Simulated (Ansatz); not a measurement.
## How far each method lies from UCCSDT(Q) for Ge2Cl, doublet

Geometry: displaced at random from a stationary point.

```xyz
3

Cl   -0.0186   -1.6707    0.0261
Ge   -0.0194    0.3781    1.2319
Ge    0.0285    0.4374   -1.2446
```

Basis cc-pVDZ; Ansatz 0.2.0. Correlated methods freeze the noble-gas cores and the filled d shells of p-block atoms, which leaves 15 electrons in 39 orbitals. R marks a restricted (for open shells ROHF) determinant, U an unrestricted one. No spin–orbit coupling is included, and no scalar relativity.

Full CI isn't at hand for all of this; UCCSDT(Q) serves as the reference, and is uncertain by the last step of the cluster series or more. The frozen core follows each run's orbitals, which can shift R against U totals by a few meV for light atoms and by up to 0.1 eV past Ca.

The UHF ⟨S²⟩ is 0.758 and the T1 diagnostic (RCCSD) is 0.0226. The largest doubles amplitude (RCCSD) is 0.058. The T1 diagnostic (UCCSD) is 0.0243.

```
   level  E − E(UCCSDT(Q)) (kJ/mol)  wall time
     UHF                      840.4          –
    UMP2                      129.3          –
   UCCSD                       38.2          –
UCCSD(T)                        6.9       68 s
  UCCSDT                        3.0          –
```

Run but not shown, since their state, orbitals or frozen core can't be matched to the reference's or they repeat it: RHF, RMP2, CISD, RCCSD, RCCSD(T), BCCD(T), RCCSDT, RCCSDT(Q).

Times hold each run's SCF and search for its determinant on a shared host, so for small cases they say little of a method's own cost; they ran on 1 thread of Arm Neoverse V2. Some runs computed forces too.
